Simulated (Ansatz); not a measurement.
# Si–AsH$_{2}$⁺, triplet: the ladder up to UCCSDT(Q)

Geometry: that of the Si–AsH2, doublet, kept fixed.

```xyz
4

Si    0.0412    0.0000    1.7137
As   -0.0396    0.0000   -0.6161
H     0.8969    1.1361   -0.9789
H     0.8969   -1.1361   -0.9789
```

Basis cc-pVDZ; Ansatz 0.2.0. Only valence electrons are correlated (noble-gas cores and the filled d shells of p-block atoms frozen), which leaves 10 electrons in 36 orbitals. Prefix R: restricted or restricted open-shell reference; prefix U: unrestricted. Active spaces: valence = (10e, 10o) chosen from the atoms' valence shells. No spin–orbit coupling is included, and no scalar relativity.

Full CI isn't at hand for all of this; UCCSDT(Q) serves as the reference, and is uncertain by the last step of the cluster series or more. The frozen core follows each run's orbitals, which can shift R against U totals by a few meV for light atoms and by up to 0.1 eV past Ca.

The UHF ⟨S²⟩ is 2.097. The T1 diagnostic (RCCSD) is 0.0306 and the largest doubles amplitude (RCCSD) is 0.063. The T1 diagnostic (UCCSD) is 0.0315.

| level | E − E(UHF) (eV) |
| --- | --- |
| UMP2 | -4.0050 |
| UCCSD | -5.0945 |
| UCCSD(T) | -5.2659 |

Q: Estimate how far UCCSDT(Q) in cc-pVDZ lies from UCCSD(T). The table doesn't fix it; the size of (T) and the diagnostics are the guide.

A: UCCSDT(Q) in cc-pVDZ lies 1.94 mEh below UCCSD(T), which is 31 % of the (T) step (-6.30 mEh). T1 is raised, and the rest is a large part of (T). The miss exceeds 1 kcal/mol.

The other levels:

| level | E − E(UCCSDT(Q)) (mEh) | wall time |
| --- | --- | --- |
| UCCSDT | 0.39 | – |

Run but not shown, since their state, orbitals or frozen core can't be matched to the reference's or they repeat it: RHF, RMP2, CISD, RCCSD, RCCSD(T), BCCD(T), RCCSDT, RCCSDT(Q), CASSCF (valence space), NEVPT2 (valence space), MRCISD (valence space), MRCISD+Q (valence space).

Natural occupations of CASSCF (valence space) about the gap: 1.968 1.965 1.920 1.005 1.000 0.064 0.033 0.029 0.027; effectively unpaired electrons, Σ n²(2−n)², 2.06.
